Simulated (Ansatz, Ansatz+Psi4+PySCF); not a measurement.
| atom | x (Å) | y (Å) | z (Å) |
| --- | --- | --- | --- |
| P | 0.0000 | 0.0000 | -0.0189 |
| N | 0.0000 | 0.0000 | 1.8069 |

Basis set: cc-pVTZ on N; cc-pV(T+d)Z on P (spherical functions). Frozen core: 6 orbitals. Charge 0, multiplicity 1.

Computed with Ansatz (development build ahead of 0.2.0); each method stands on the lowest determinant of its kind that the runs found. Restricted open shells among the atoms or ions are ROHF, correlated in semicanonical orbitals with singles.

(1) Give the atomization energy at this shape (free ground-state atoms in the same class of orbitals less the molecule, no zero-point energy) of singlet PN by RHF-MP2, RHF.

## Answers

(1)

| method | atomization energy |
| --- | --- |
| RHF-MP2 | 4.25 eV |
| RHF | -1.61 eV |

Caution: stretched shape with no unrestricted run beside it, a lower state can exist; the shape is not the minimum; unrestricted orbitals would lower the determinant. Caution for RHF-MP2: another reference gives a lower total; large amplitudes, a single reference is doubtful. Caution for RHF: the molecule lies well above its atoms at this level.
